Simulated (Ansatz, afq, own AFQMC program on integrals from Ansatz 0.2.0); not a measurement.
**CuCl, singlet in def2-SVP along one coordinate**

```xyz
2

Cu    0.0000    0.0000    0.0000
Cl    0.0000    0.0000    2.0759
```

The Cu1–Cl2 distance is changed with both sides rigid. Energies in kJ/mol count from this geometry (2.076 Å) at the same level; the start stands on RHF, each point on the determinant named.

Basis def2-SVP. Noble-gas cores (and the filled d shells of Ga–Kr and In–Xe) are frozen. Ansatz 0.2.0 and our own AFQMC program on the same integrals; the CISD trial comes from CCSD amplitudes, and released means the phaseless constraint is let go. Uncertainties: one standard error, sampling alone. The metal's outer-core s and p shells are frozen, which shifts wave-function levels against functionals.

Cautions, each for one point or more: cluster runs in doubt by the program's own checks; higher spins were not checked; no relativity below Rb; outer-core shells of the metal frozen; restricted determinant unstable towards unrestricted; strong correlation; unrestricted determinant spin contaminated; walk and cluster series may follow different spin states.

| r(Cu1–Cl2) / Å | det. | T1 | weight | ⟨S²⟩ | CCSD(T) | ph-AFQMC/CISD | r2SCAN | PBE |
| --- | --- | --- | --- | --- | --- | --- | --- | --- |
| 1.632 | RHF | 0.026 | 0.88 | pure | 333.6 | 324.2 ± 4.3 | 279.5 | 285.4 |
| 2.544 | RHF | 0.024 | 0.89 | pure | 65.4 | 59.6 ± 4.6 | 83.9 | 77.8 |
| 3.404 | RHF | 0.040 | 0.85 | pure | 244.4 | 244.3 ± 4.1 | 258.7§ | 242.8 |
| 4.650 | UHF‡¶ | 0.013 | 0.90 | 0.99 | 324.9 | 326.6 ± 4.1 | 339.2§ | 324.2§ |
| 7.119 | UHF†¶ | 0.010 | 0.91 | 1.01 | 327.3 | 329.1 ± 3.9 | 359.6§ | 345.1§ |

Weight is that of the determinant in the CISD state; at the start T1 is 0.028 and the weight 0.88. ¶ marks points with a poor determinant and no full CI, where no value is sure; they don't count among the departures. A dagger marks points whose determinant fills other symmetries than the start's, so the wave-function levels may follow another state there, or a degenerate partner. A double dagger marks points where the walks on two determinants ended up to 34.0 kJ/mol apart; the lower is shown. § marks a functional whose ⟨S²⟩ is too high by over 0.1. Largest departures from phaseless AFQMC with a CISD trial: CCSD(T) 9.4 kJ/mol at 1.632 (on RHF), r2SCAN -44.7 kJ/mol at 1.632, PBE -38.8 kJ/mol at 1.632. The walk's constraint bias lies outside its error bars, so these are departures and not errors. Functionals count only at points shown to share the start's state and spin. In this small basis the wave-function levels are far from their limit, so their gap to the functionals isn't the functionals' error.

Some points may be missing: those where a free walk finds a much lower state, and past Zn most of those on another determinant than at the start.

A walk keeps the symmetry of its determinant, which the program's search chose and which needn't be the lowest solution, so a lower state of the same spin and another symmetry isn't excluded.
